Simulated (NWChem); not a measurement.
System: nitrogen trifluoride (NF$_{3}$); SMILES FN(F)F

```xyz
4

F      0.8608     0.8608    -0.1216
N      0.0000     0.0000     0.4667
F     -1.1759     0.3151    -0.1216
F      0.3151    -1.1759    -0.1216
```
Atoms are numbered in this order, from 1.

Computed with NWChem. The geometry was optimised at PBE0/def2-SVP. GIAO values for the isolated, static molecule; σ is the absolute isotropic shielding.

| level | basis functions | σ F1 (ppm) | σ N2 (ppm) | relative time |
|---|---|---|---|---|
| PBE0/cc-pVDZ | 56 | 112.2 | -104.8 | 1 |
| PBE0/cc-pVTZ | 120 | 87.8 | -122.9 | 7 |
| PBE0/cc-pCVTZ | 172 | 83.4 | -131.4 | 20 |
| PBE0/pcSseg-1 | 68 | 82.0 | -134.6 | 1 |
| PBE0/pcSseg-2 | 144 | 66.1 | -139.3 | 7 |

The last column is a rough cost ratio, cheapest run = 1.
